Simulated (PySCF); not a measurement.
Compound: F2.
SMILES: `FF`

Linear response at CAM-B3LYP/def2-SVPD (PySCF, frozen core in the response, non-relativistic). Geometry: PBE0-D3(BJ)/def2-SVP; no solvent, vibrations or thermal averaging.

Static isotropic polarisability: 8.17 au (1.21 Å³), principal values 6.2, 6.2, 12.1 au.

**Question.** What is the polarisability at 1064 nm and at the sodium D line?

**Answer.** 8.20 au at 1064 nm (+0.4 %), 8.27 au at 589.3 nm (+1.2 %). The lowest singlet lies at 255 nm, shorter than both wavelengths.

**Question.** What is the isotropic C6 coefficient between two such molecules, C6 = (3/π)∫α(iω)² dω?

**Answer.** 43.47 au (Eh·bohr⁶) by a ten-point quadrature over imaginary frequencies, which is 26 eV·Å⁶ or 2.51 J·nm⁶/mol.

**Question.** Which effective excitation energy ω̄ makes London's formula C6 = (3/4)α²ω̄ exact here?

**Answer.** ω̄ = 4·C6/(3α²) = 0.868 Eh = 23.6 eV. London's choice of the ionisation energy (16.15 eV, ΔSCF at the same level) gives C6 = 29.7 au, 32 % too low.

**Question.** How many electrons N does the Slater–Kirkwood formula C6 = (3/4)·√N·α^(3/2) need to give this C6?

**Answer.** N = (4·C6/3)²/α³ = 6.2; the species has 18 electrons in all.

**Question.** What three-body coefficient follows from the one-pole estimate C9 = (3/4)·α·C6?

**Answer.** 266 au. This is an estimate from the two numbers above, not a computed integral.

**Question.** What molar refraction at the D line follows from R = (4π/3)·N_A·α′, with α′ the polarisability volume?

**Answer.** α′ = 1.23 Å³ gives R = 3.09 cm³/mol, for isolated, non-vibrating species.

**Question.** What n − 1 at the D line would an ideal gas of it have at 273.15 K and 1 atm (2.6868 × 10¹⁹ cm⁻³), by n − 1 = 2π·N·α′?

**Answer.** 2.07 × 10⁻⁴, a formal value whether or not that pressure can be reached.

**Question.** The lowest 6 singlets have (eV, f): 4.86, 0.000; 4.86, 0.000; 8.76, 0.000; 8.76, 0.000; 12.85, 0.000; 12.85, 0.000. What share of the static polarisability do they carry in the sum over states α = Σ f/ω²?

**Answer.** 0.00 au, 0.0 % of α. Their oscillator strengths add up to 0.00. Higher states carry the rest.

**Question.** How anisotropic is the static polarisability, by Δα² = ½[(α1 − α2)² + (α2 − α3)² + (α3 − α1)²]?

**Answer.** Δα = 5.9 au, or 0.72 of the isotropic value.

On an Arm Neoverse V2 with one thread, no GPU, shared host, this took 0.76 s wall (with the writing of density and orbital grids) and 0.26 GiB of memory at its peak. This is the whole response run at CAM-B3LYP/def2-SVPD, SCF included.
